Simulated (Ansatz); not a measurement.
Input file:

```yaml
crystal:
  periodic: [false, false, false]
  atoms:
    - {symbol: Si, position_ang: [0.000000, -0.123655, 0.000000]}
    - {symbol: H, position_ang: [0.000000, 1.722781, -1.885721]}
    - {symbol: H, position_ang: [0.000000, 1.722781, 1.885721]}
basis:
  gaussian: {orbitals: cc-pVDZ, fitting: {mean_field: def2-universal-jkfit}}
correlation: {active_space: {window: {electrons: 6, orbitals: 4}, fixed_orbitals: true}}
```

```sh
$ ansatz run in.yaml --threads 1 --pin off --events-out ev --progress --plain --max-ram 2393MiB
```

Q: Roughly how long does this take on 1 thread of Arm Neoverse V1, shared host, and how much host memory?

A: 0.12 s wall and 0.15 GiB.

```
164 factors; integrals over basis functions are off by at most 5.9e-1 eV
mean field evaluation 1: about -7883.6047 eV, gradient 1.5e1 eV
mean field evaluation 2: about -7885.2695 eV, gradient 8.6e0 eV
mean field evaluation 4: about -7885.7230 eV, gradient 2.3e-1 eV
mean field evaluation 8: about -7874.9660 eV, gradient 1.2e1 eV
mean field evaluation 16: about -7882.8954 eV, gradient 5.9e0 eV
mean field -7885.72405688 eV, -289.7950139544 hartree, gradient 1.3e-6 eV, S^2 0.000000; 3 other end points of the search recorded, 0 dependent functions left out
reference -7885.72405688 eV, -289.7950139544 hartree; 8, 8 occupied and 20, 20 virtual orbitals, 164 factors
state -7885.95085437 eV, -289.8033486088 hartree
Total energy: -7885.95085437 eV, -289.8033486088 hartree
```
